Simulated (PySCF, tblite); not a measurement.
Breaking a bond: CH₂O₂, SMILES O=CO. The O1–H5 bond (O1 also carries C; H5 carries nothing else) is varied alone, starting from the PBE0/def2-TZVP optimised geometry.

Methods: GFN2-xTB, 300 K electronic temperature (tblite); UCCSD(T) = CCSD(T) on UHF/6-31G, 3 core orbitals frozen in PySCF 2.14.0.

Energies relative to the lowest point of each curve near equilibrium, in mEh; the last columns give the difference from UCCSD(T):

```json
[
 {"R / Å": "0.77", "GFN2-xTB": "56.7", "UCCSD(T)": "68.0", "GFN2-xTB − UCCSD(T)": "-11.3"},
 {"R / Å": "0.82", "GFN2-xTB": "27.4", "UCCSD(T)": "35.2", "GFN2-xTB − UCCSD(T)": "-7.8"},
 {"R / Å": "0.88", "GFN2-xTB": "8.4", "UCCSD(T)": "12.5", "GFN2-xTB − UCCSD(T)": "-4.1"},
 {"R / Å": "0.92", "GFN2-xTB": "2.4", "UCCSD(T)": "4.5", "GFN2-xTB − UCCSD(T)": "-2.1"},
 {"R / Å": "0.94", "GFN2-xTB": "0.9", "UCCSD(T)": "2.1", "GFN2-xTB − UCCSD(T)": "-1.3"},
 {"R / Å": "0.97", "GFN2-xTB": "0.0", "UCCSD(T)": "0.3", "GFN2-xTB − UCCSD(T)": "-0.3"},
 {"R / Å": "1.00", "GFN2-xTB": "0.5", "UCCSD(T)": "0.0", "GFN2-xTB − UCCSD(T)": "0.5"},
 {"R / Å": "1.02", "GFN2-xTB": "1.4", "UCCSD(T)": "0.6", "GFN2-xTB − UCCSD(T)": "0.9"},
 {"R / Å": "1.06", "GFN2-xTB": "4.5", "UCCSD(T)": "3.2", "GFN2-xTB − UCCSD(T)": "1.3"},
 {"R / Å": "1.11", "GFN2-xTB": "10.0", "UCCSD(T)": "8.6", "GFN2-xTB − UCCSD(T)": "1.4"},
 {"R / Å": "1.20", "GFN2-xTB": "22.6", "UCCSD(T)": "21.9", "GFN2-xTB − UCCSD(T)": "0.7"},
 {"R / Å": "1.31", "GFN2-xTB": "40.5", "UCCSD(T)": "41.1", "GFN2-xTB − UCCSD(T)": "-0.7"},
 {"R / Å": "1.44", "GFN2-xTB": "62.6", "UCCSD(T)": "64.7", "GFN2-xTB − UCCSD(T)": "-2.1"},
 {"R / Å": "1.60", "GFN2-xTB": "88.8", "UCCSD(T)": "91.9", "GFN2-xTB − UCCSD(T)": "-3.1"},
 {"R / Å": "1.75", "GFN2-xTB": "110.9", "UCCSD(T)": "113.2", "GFN2-xTB − UCCSD(T)": "-2.2"},
 {"R / Å": "1.95", "GFN2-xTB": "135.8", "UCCSD(T)": "135.3", "GFN2-xTB − UCCSD(T)": "0.6"},
 {"R / Å": "2.14", "GFN2-xTB": "154.7", "UCCSD(T)": "149.8", "GFN2-xTB − UCCSD(T)": "4.9"},
 {"R / Å": "2.37", "GFN2-xTB": "172.0", "UCCSD(T)": "158.2", "GFN2-xTB − UCCSD(T)": "13.7"},
 {"R / Å": "2.64", "GFN2-xTB": "186.1", "UCCSD(T)": "161.1", "GFN2-xTB − UCCSD(T)": "25.0"},
 {"R / Å": "2.88", "GFN2-xTB": "194.5", "UCCSD(T)": "161.8", "GFN2-xTB − UCCSD(T)": "32.7"},
 {"R / Å": "3.38", "GFN2-xTB": "203.3", "UCCSD(T)": "162.2", "GFN2-xTB − UCCSD(T)": "41.1"}
]
```

GFN2-xTB is furthest from UCCSD(T) at 3.38 (41.1 mEh, above); its mean absolute difference over the points is 7.5 mEh.

The unrestricted determinant behind UCCSD(T) is spin-contaminated at 1.44 to 3.38 Å (<S²> up to 1.0, against 0.00 for a pure singlet).
